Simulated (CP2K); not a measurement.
# GFN0-xTB run of SiPNH6 (SMILES [SiH3]NP)

We compute energy and gradient of SiPNH6. 

Program for the calculation: CP2K 2026.2.

1 further run of the same task is left out (set aside as unsound or not needed).

## Step 1: Starting point

SiPNH6 has 9 atoms, charge 0, and is taken as a singlet. As SMILES, `[SiH3]NP`. Geometry: relaxed at GFN2-xTB. This is one conformer, not always the lowest.

Bond lengths: Si1–N2 1.739 Å, N2–P3 1.695 Å, Si1–H4 1.464 Å, Si1–H5 1.459 Å, Si1–H6 1.467 Å, N2–H7 1.007 Å, P3–H8 1.405 Å, P3–H9 1.408 Å. Some angles: Si1–N2–P3 127.6°, Si1–N2–H7 118.5°, P3–N2–H7 113.0°, N2–Si1–H4 107.2°, N2–Si1–H5 103.8°, N2–Si1–H6 110.0°, N2–P3–H8 97.3°, N2–P3–H9 98.7°, H4–Si1–H5 113.5°, H4–Si1–H6 109.6°.

## Step 2: Energy and gradient at GFN0-xTB

molecule.inp reads:

```
&FORCE_EVAL
  METHOD QS
  &DFT
    CHARGE 0
    MULTIPLICITY 1
    &QS
      METHOD XTB
      EPS_DEFAULT 1.0E-10
      &XTB
        GFN_TYPE 0
        CHECK_ATOMIC_CHARGES F
      &END XTB
    &END QS
    &POISSON
      PERIODIC NONE
      POISSON_SOLVER ANALYTIC
    &END POISSON
    &SCF
      SCF_GUESS ATOMIC
      EPS_SCF 1.0E-07
      MAX_SCF 150
      ADDED_MOS 8
      &DIAGONALIZATION
        ALGORITHM STANDARD
      &END DIAGONALIZATION
      &MIXING
        METHOD DIRECT_P_MIXING
        ALPHA 0.4
      &END MIXING
      &SMEAR ON
        METHOD FERMI_DIRAC
        ELECTRONIC_TEMPERATURE [K] 300
      &END SMEAR
    &END SCF
    &PRINT
      &MOMENTS
        PERIODIC F
        REFERENCE COM
        MAX_MOMENT 1
      &END MOMENTS
      &MO ON
        ENERGIES T
        OCCUPATION_NUMBERS T
        NDIGITS 6
        &EACH
          QS_SCF 0
        &END EACH
        ADD_LAST NUMERIC
      &END MO
      &HIRSHFELD OFF
      &END HIRSHFELD
    &END PRINT
  &END DFT
  &SUBSYS
    &CELL
      ABC [angstrom] 11.2 11.6 12.1
      PERIODIC NONE
    &END CELL
    &COORD
      SCALED T
      Si   0.44203080   0.57109310   0.42670124
      N    0.56037009   0.50379138   0.49378719
      P    0.55450045   0.41937586   0.60797893
      H    0.35579866   0.48120776   0.39770620
      H    0.49761027   0.62532155   0.33086818
      H    0.38556295   0.65523017   0.50059050
      H    0.64420134   0.52588534   0.47254917
      H    0.46390491   0.34476983   0.57134752
      H    0.47020848   0.48300948   0.66913182
    &END COORD
  &END SUBSYS
  &PRINT
    &FORCES ON
    &END FORCES
  &END PRINT
&END FORCE_EVAL

&GLOBAL
  PROJECT_NAME molecule
  RUN_TYPE ENERGY_FORCE
  PRINT_LEVEL MEDIUM
&END GLOBAL
```

Launch:

```
$ OMP_NUM_THREADS=1 cp2k.psmp -i molecule.inp > molecule.out 2>&1
```

Log:

```text
CP2K| version string:                                       CP2K version 2026.2
[...]
 GLOBAL| Method name                                                        CP2K
[...]
 GLOBAL| Run type                                                   ENERGY_FORCE
[...]
                             - Atoms:                                          9
[...]
                             - Spherical basis functions:                     34
[...]
 Number of electrons:                                                         20
[...]
  Fermi energy:                                                -0.27981060295556
[...]
 TB_DIPOLE| Moment [Debye]          0.63765398       0.17938228       0.02495412
 TB_DIPOLE| Derivative [a.u.]       0.00000000       0.00000000       0.00000000
[...]
 ENERGY| Total FORCE_EVAL ( QS ) energy [hartree]            -10.559490515895536
 FORCES| Atomic forces [hartree/bohr]
 FORCES|   Atom     x               y               z               |f|
 FORCES|      1 -6.32097992E-03  3.52354240E-03 -3.08618240E-03   7.86731593E-03
 FORCES|      2 -4.21096426E-03 -3.09059718E-03  3.52959719E-03   6.30413097E-03
 FORCES|      3  2.46799653E-03 -4.12765925E-03  5.89161979E-03   7.60524566E-03
 FORCES|      4  3.07301867E-03  2.84834538E-03  3.75901757E-04   4.20687738E-03
 FORCES|      5 -2.62238548E-03 -8.66608961E-04  1.83717956E-03   3.31709894E-03
 FORCES|      6  2.55129219E-03 -2.71615666E-03 -2.72878290E-03   4.61875037E-03
 FORCES|      7  5.77507121E-03  2.39171626E-03 -2.51836197E-03   6.73898369E-03
 FORCES|      8 -5.66420484E-04  2.26469634E-05 -2.25841991E-03   2.32847709E-03
 FORCES|      9 -1.46628451E-04  2.01477105E-03 -1.04255111E-03   2.27326090E-03
 FORCES| Sum     7.15031333E-17 -1.12757026E-16 -2.08166817E-16
 FORCES| Total atomic force                                       2.47306022E-16
[...]
```

Run time: 0.28 s. Hardware: 1 thread of Arm Neoverse V1, shared host.

## Step 3: Outcome

At GFN0-xTB:

```
                                 quantity         value
                             total energy  -10.55949 Eh
dipole moment (from atomic charges alone)        0.66 D
                              HOMO energy     -11.43 eV
                              LUMO energy      -6.72 eV
                            HOMO–LUMO gap       4.72 eV
                        dispersion energy  -7.03 kJ/mol
                 largest force on an atom    0.405 eV/Å
```

In words: The dipole comes from point charges on the atoms alone, without atomic dipoles, so it is partial. The largest force is 0.40 eV/Å: the shape isn't a stationary point for this species at this level.
